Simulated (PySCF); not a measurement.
# CH2FOS (OS ... CH2F): the cost of one run

Programs: PySCF 2.14.0, with routines of our own; each step states its level. All values are computed. Atoms count from 0.

## Step 1: The system as given

6 atoms, charge 0, high-spin multiplicity 4; geometry from: GFN2-xTB fragments, placed rigidly.

The system (radical pair): OS···CH2F. The radical centres are 3.08 Å apart, tilted by 45 degrees; the spin sites are atoms 0, 1 (2 unpaired) and atoms 2, 3, 4, 5 (1 unpaired).

## Step 2: Magnetic exchange: CASSCF and SC-NEVPT2/def2-TZVP (3,3)

The job: settings as JSON, then the geometry in Å.

```
{"job": {"kind": "cas", "basis": "def2-TZVP", "active": "magnetic", "zfs": false}, "charge": 0, "high_spin_multiplicity": 4, "spin_sites": [[[0, 1], 2], [[2, 3, 4, 5], 1]]}
S      0.244600     0.005600    -2.136700
O     -1.222500     0.005600    -2.136700
C      0.244600     0.005600     0.940300
F      0.242400    -0.857800     1.954700
H      1.200300     0.419100     0.690500
H     -0.709400     0.421900     0.687800
```

Method: CASSCF and SC-NEVPT2/def2-TZVP spin states, gas phase.

On the command line:

```sh
OMP_NUM_THREADS=1 python exch_run.py task.json out
```

The driver reads the jobs from task.json and runs them one after another.

**Question.** How long does this first job take on 1 thread of Arm Neoverse N1, shared host, and how much memory does it need?

About 8.2 s, with a peak of 0.28 GiB.
